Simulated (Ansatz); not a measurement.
System: hcp Os. Method: rVV10 (Ansatz, a first-principles code, plane waves, PAW).

Numerical settings: plane-wave cutoff 520 eV, 24×24×14 k mesh (along the axes of the cell as run), Fermi–Dirac smearing 0.05 eV, no spin polarisation, scalar-relativistic PAW data made under PBE.

Energies at three volumes about the minimum:

```csv
V (Å³/atom),E − E_lowest (meV/atom)
14.345,7.12
14.638,0.00
14.931,6.59
```

### Question
Fit a parabola by hand: where is the minimum, and what is the bulk modulus?

### Answer
Slopes: (0.00 − 7.12)/(14.638 − 14.345) = -24.300 and (6.59 − 0.00)/(14.931 − 14.638) = 22.491 meV/Å³. Curvature E″ = 2 × (22.491 − (-24.300))/(14.931 − 14.345) = 159.696 meV/Å⁶. From the middle of the first interval, the slope vanishes at V0 = 14.4915 − (-24.300)/159.696 = 14.644 Å³/atom. B = V0 E″ = 14.644 × 159.696 meV/Å³ × 0.1602 GPa per meV/Å³ = 375 GPa. The full Birch–Murnaghan fit to all volumes gives V0 = 14.638 Å³/atom and B0 = 375 GPa.

Shape and atoms are relaxed at each volume.

Measured, for comparison: bulk modulus 425 GPa (zero-point energy and finite temperature contributions removed; as tabulated in doi:10.1021/acs.jctc.3c00612). Computed (rounded) less measured: bulk modulus -12 %.

Note: the bulk modulus comes from volumes at which shape and atoms were relaxed.
